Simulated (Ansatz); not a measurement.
Total energies of the cluster SiO₂⁻ (the lowest doublet isomer of a short search) from Ansatz at CCSD(T)/def2-TZVPPD, gas phase (1 Eh = 27.2114 eV = 2625.5 kJ/mol). The reference geometry is relaxed at PBE0-D4/def2-TZVPD.

```xyz
3

Si   -0.063   -0.339    0.123
O    -1.388    0.460    0.016
O     1.451   -0.121   -0.138
```

| state | geometry | energy (Eh) |
| --- | --- | --- |
| charge -1 doublet | reference | -439.40627 |
| charge 0 singlet | reference | -439.30920 |
| charge -1 quartet | relaxed at PBE0-D4/def2-TZVPD | -439.24331 |

Correlated methods freeze 7 core orbitals. In CCSD on the charge -1 quartet the largest single amplitude is 0.31, so its Hartree–Fock determinant may place the open shell otherwise than the density functionals do.

Question: Work out the vertical ionisation energy to the singlet.

Answer: E(charge 0 singlet) − E(charge -1 doublet) = -439.30920 − (-439.40627) = 0.09707 Eh = 2.64 eV.

Question: Which of the charge -1 states is lowest, and how far above it are the others?

Answer: The doublet. quartet: -439.24331 − (-439.40627) = 0.16296 Eh = 427.9 kJ/mol.

At CCSD(T)/def2-TZVPPD T1 of the charge 0 singlet is large (up to 0.028), so the single-reference result is doubtful. At CCSD(T)/def2-TZVPPD T1 of the charge -1 quartet is large (up to 0.090), so the single-reference result is doubtful. At CCSD(T)/def2-TZVPPD the restricted singlet (for correlated methods, its reference) is unstable: a solution with broken spin symmetry lies lower. 

The structure comes from a short search, and lower isomers may exist.
